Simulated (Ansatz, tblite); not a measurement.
Removing an electron: the cluster Li₃H⁻. Total charge -1; doublet. Geometry: PBE0-D4/def2-TZVPD. Ansatz, gas phase; energy differences of separate SCF runs; the oxidised species is a singlet (the triplet lies 0.71 eV higher at PBE0-D4/def2-TZVPD).

```xyz
4

Li   -0.338    2.340    0.137
Li   -0.339   -0.540    1.246
Li    0.457   -0.275   -1.293
H     0.220   -1.525   -0.090
```

The xTB rows come from tblite. Correlated methods freeze no core orbitals; core or outer-core shells of Li are correlated, in sets that lack core-valence functions. In CCSD on the charge -1 doublet the largest single amplitude is 0.29, so its Hartree–Fock determinant may place the open shell otherwise than the density functionals do. The structure comes from a short search, and lower isomers may exist.

Estimate orbital energies and vertical ionisation energies at: GFN1-xTB; GFN2-xTB; PBE-D4/def2-TZVPD; r2SCAN-D4/def2-TZVPD; PBE0-D4/def2-TZVPD; CCSD/def2-TZVPPD; CCSD(T)/def2-TZVPPD.


```
               level  −HOMO (eV)  vertical IE (eV)  −LUMO (eV)  HOMO–LUMO gap (eV)                                                                                                            remarks
            GFN1-xTB           –              6.79           –                   –                                                                                                                  –
            GFN2-xTB           –              2.24           –                   –                                                                                                                  –
   PBE-D4/def2-TZVPD       -0.93              0.50       -1.50                0.56                                              HOMO above zero (-1 doublet), restricted SCF unstable in HF (singlet)
r2SCAN-D4/def2-TZVPD       -0.87              0.44       -1.63                0.76  HOMO above zero (-1 doublet), restricted SCF unstable in HF (singlet), spin-contaminated (⟨S²⟩ 0.92) (-1 doublet)
  PBE0-D4/def2-TZVPD       -0.56              0.46       -1.86                1.29                                              HOMO above zero (-1 doublet), restricted SCF unstable in HF (singlet)
    CCSD/def2-TZVPPD           –              0.16           –                   –       large T1 (0.099) (-1 doublet), restricted SCF unstable (singlet), spin-contaminated (⟨S²⟩ 1.32) (-1 doublet)
 CCSD(T)/def2-TZVPPD           –              0.20           –                   –       large T1 (0.099) (-1 doublet), restricted SCF unstable (singlet), spin-contaminated (⟨S²⟩ 1.32) (-1 doublet)
```

Run but left out: HF/def2-TZVPPD, MP2/def2-TZVPPD (doublet: ⟨S²⟩ 1.32, where a pure state has 0.75).  A HOMO above zero means that the electron is unbound at that level or that self-interaction error raises the level; the energy of removing that electron tells which. HOMO and LUMO are the levels of the spin that leaves or enters (xTB has no such levels and no spin-polarisation term). Other spin states of the ions may lie lower, which would lower the ionisation energy or raise the affinity. Raw xTB energy differences between charge states are shifted by several eV; the methods need an empirical correction for them.
